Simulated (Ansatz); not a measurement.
# SiF₂ (singlet): the correlation ladder, cc-pVDZ

One table from this session's results is given with a row withheld; the runs are named, their logs left out.

Method: cc-pVDZ, core rule «outside noble gas», up to 7 orbitals frozen; program: Ansatz 0.2.0, Gaussian basis.

To be run: UHF; CCSD(T) on RHF; CCSD(T) on UHF; BCCD(T) on RHF; CISD; CCSDT(Q) on RHF; CCSDT(Q) on UHF; CASSCF and MRCISD+Q, 14 electrons in 10 orbitals; CASSCF and MRCISD+Q(relaxed), 14 electrons in 10 orbitals; CASSCF and NEVPT2, 14 electrons in 10 orbitals.

37 further runs of the same task are left out: 9 for a known fault of the program, 11 that didn't finish, 17 set aside as unsound or not needed. Runs told in other sessions of the task aren't counted.

### The geometry

The geometry is a PBE0/def2-TZVP stationary point (not a proven minimum) of the parent state, kept for this charge and spin.

3 atoms, charge 0, spin multiplicity 1.

Atoms are counted from 1 here; the program's logs count them from 0.

Bond lengths: F1–Si2 1.598 Å, Si2–F3 1.598 Å. Angles: F1–Si2–F3 113.7°.

The first run:

Contents of in.yaml:

```yaml
crystal:
  periodic: [false, false, false]
  atoms:
    - {symbol: F, position_ang: [0.000000, -0.371280, 1.337507]}
    - {symbol: Si, position_ang: [0.000000, 0.502304, 0.000000]}
    - {symbol: F, position_ang: [0.000000, -0.371280, -1.337507]}
basis:
  gaussian: {orbitals: cc-pVDZ}
magnetization: {spin_polarized: true, initial_magnetization: 0}
hamiltonian: {xc: hf}
output: {orbitals: {seedname: orbitals}}
```

The run is started by

```bash
$ ansatz run in.yaml --threads 1 --pin off --events-out ev --progress --plain --max-ram 2393MiB
```

Steps of the session up to this table: UHF; CCSD(T) on RHF; CCSD(T) on UHF; BCCD(T) on RHF; CISD; CCSDT(Q) on RHF; CCSDT(Q) on UHF; CASSCF and MRCISD+Q, 14 electrons in 10 orbitals; CASSCF and MRCISD+Q(relaxed), 14 electrons in 10 orbitals; CASSCF and NEVPT2, 14 electrons in 10 orbitals.

One of the session's tables, all rows but one given; the rest of the session is left out.

It belongs to the step «Misses and costs». 

| method | from RCCSDT(Q) (meV) |
| --- | --- |
| RHF | +13009.1 |
| UHF | +13008.3 |
| RMP2 | ? |
| CISD | +1482.7 |
| RCCSD | +293.6 |
| RCCSD(T) | +46.4 |
| BCCD(T) | +37.5 |
| RCCSDT | +32.4 |
| RCCSDT(Q) | 0 |
| CASSCF valence | +11007.9 |
| NEVPT2 valence | +1454.0 |
| MRCISD valence | +1066.5 |
| MRCISD+Q valence | +231.4 |
| MRCISD+Q(relaxed) valence | +140.6 |

Estimate the missing values for RMP2.

The run gave: from RCCSDT(Q) (meV): +626.6. In the column «from RCCSDT(Q) (meV)» it lies between RCCSD (+293.6) and MRCISD valence (+1066.5).

Not comparable, so not listed: CCSD(T) on UHF; CCSDT(Q) on UHF (they don't share determinant, frozen orbitals or solution with the rows shown, or repeat one).

To keep in mind: Warnings: restricted reference is unstable.
